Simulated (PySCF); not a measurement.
# Changing the system itself: SN⁻ (triplet)

Aim: change spin, charge, geometry, field or solvent of SN⁻ (triplet), one at a time, and compare with the base run.

The runs use PySCF 2.14.0; method and basis as typed in the scripts.

5 further runs of the same task are left out: 5 that didn't finish.

## Step 1: Starting geometry

SN⁻ (triplet): 2 atoms, charge -1, spin multiplicity 3.

Bond lengths: S1–N2 1.740 Å.

## Step 2: The base run

input.py

```python
from pyscf import gto, scf, ci

mol = gto.M(
    atom='S 0 0 0; N 0 0 1.74',
    basis='6-31+g*',
    charge=-1,
    spin=2,
    symmetry=True,
    verbose=4,
)
mf = scf.UHF(mol)
mf.kernel()
ci.CISD(mf, frozen=6).kernel()
mf.dip_moment()
print('orbital energies (hartree):', [e[max(0, n-3):n+3].round(4) for e, n in zip(mf.mo_energy, mol.nelec)])
```

Started as:

```console
OMP_NUM_THREADS=1 python input.py
```

The log of this run is left out.

It gives: E(SCF) = -451.936273 Eh, 14 cycles, E(CISD) − E(SCF) = -0.24531 Eh, ⟨S²⟩ = 2.051.

The bond length is a typed value, not an optimised one. The dipole of an ion depends on the origin. The triplet is typed in the script; nothing here shows that it is the ground state.

## Step 3: Bond 5.22 Å

Edit 1 changes bond length: 1.74 Å → 5.22 Å.

input.py

```python
from pyscf import gto, scf, ci

mol = gto.M(
    atom='S 0 0 0; N 0 0 5.22',
    basis='6-31+g*',
    charge=-1,
    spin=2,
    symmetry=True,
    verbose=4,
)
mf = scf.UHF(mol)
mf.kernel()
ci.CISD(mf, frozen=6).kernel()
mf.dip_moment()
print('orbital energies (hartree):', [e[max(0, n-3):n+3].round(4) for e, n in zip(mf.mo_energy, mol.nelec)])
```

Started as:

```console
OMP_NUM_THREADS=1 python input.py
```

## Step 4: Charge -2 (quartet)

Edit 2 changes charge: -1 → -2; spin (2S): 2 → 3.

input.py, as its differences from that of step 2:

```diff
@@ -5,4 +5,4 @@
     basis='6-31+g*',
-    charge=-1,
-    spin=2,
+    charge=-2,
+    spin=3,
     symmetry=True,
```

## Step 5: Bond 10 Å

Edit 3 changes bond length: 1.74 Å → 10 Å.

input.py, as its differences from that of step 2:

```diff
@@ -3,3 +3,3 @@
 mol = gto.M(
-    atom='S 0 0 0; N 0 0 1.74',
+    atom='S 0 0 0; N 0 0 10',
     basis='6-31+g*',
```

## Step 6: Electric field 0.05 a.u.

Edit 4 changes electric field: none → 0.05 a.u.; point-group symmetry: on → off.

input.py, as its differences from that of step 2:

```diff
@@ -7,3 +7,2 @@
     spin=2,
-    symmetry=True,
     verbose=4,
@@ -11,2 +10,7 @@
 mf = scf.UHF(mol)
+field = 0.05  # electric field along z, atomic units
+h = mf.get_hcore() + field*mol.intor('int1e_r')[2]
+mf.get_hcore = lambda *args: h
+e_nuc = mol.energy_nuc() - field*mol.atom_charges() @ mol.atom_coords()[:, 2]
+mf.energy_nuc = lambda *args: e_nuc
 mf.kernel()
```

## Step 7: Bond 25 Å

Edit 5 changes bond length: 1.74 Å → 25 Å.

input.py, as its differences from that of step 2:

```diff
@@ -3,3 +3,3 @@
 mol = gto.M(
-    atom='S 0 0 0; N 0 0 1.74',
+    atom='S 0 0 0; N 0 0 25',
     basis='6-31+g*',
```

## Step 8: PCM, ε = 4.71

Edit 6 changes solvent: none (gas phase) → PCM, ε = 4.71; step after the SCF: cisd → analyze.

input.py

```python
from pyscf import gto, scf, solvent

mol = gto.M(
    atom='S 0 0 0; N 0 0 1.74',
    basis='6-31+g*',
    charge=-1,
    spin=2,
    symmetry=True,
    verbose=4,
)
mf = scf.UHF(mol)
mf = solvent.PCM(mf)
mf.with_solvent.eps = 4.71
mf.kernel()
mf.analyze()
print('orbital energies (hartree):', [e[max(0, n-3):n+3].round(4) for e, n in zip(mf.mo_energy, mol.nelec)])
```

Q: Predict the outcome of this session. Wanted: for each run, E(SCF); from base; gap, α spin; after the SCF.

**Answer**, as computed:

```
                     run  E(SCF) (hartree)  from base (eV)  cycles  gap, α spin (eV)                            after the SCF
                    base       -451.936273               0      14              9.28  CISD correlation -6.675 eV, core frozen
             bond 5.22 Å       -451.833924         +2.7851      16              7.21  CISD correlation -5.335 eV, core frozen
     charge -2 (quartet)       -451.700558         +6.4141      19              3.66  CISD correlation -6.822 eV, core frozen
 bond 10 Å (poor choice)       -451.894811         +1.1283      15              7.47  CISD correlation -5.145 eV, core frozen
electric field 0.05 a.u.       -451.953442  not comparable      18              7.20  CISD correlation -7.259 eV, core frozen
 bond 25 Å (poor choice)       -451.894792         +1.1288      15              6.64  CISD correlation -5.145 eV, core frozen
           PCM, ε = 4.71       -452.016375         -2.1797      14             10.38                                      n/a
```

What this shows: The largest comparable shift of the SCF energy, +2.785 eV, comes with the run “bond 5.22 Å”. At the SCF level, adding an electron (to the quartet) costs 6.41 eV at fixed geometry; correlation, diffuse functions and relaxation can still bind it. A continuum solvent with ε = 4.71 lowers the energy by 2.180 eV, a large gain because the system is charged. With bond 5.22 Å the frontier gap moves by over 1.5 eV, which can mean another electronic state rather than the bond length alone. With bond 10 Å the frontier gap moves by over 1.5 eV, which can mean another electronic state rather than the bond length alone. With bond 25 Å the frontier gap moves by over 1.5 eV, which can mean another electronic state rather than the bond length alone. Rows marked «poor choice» come from settings spoiled on purpose.
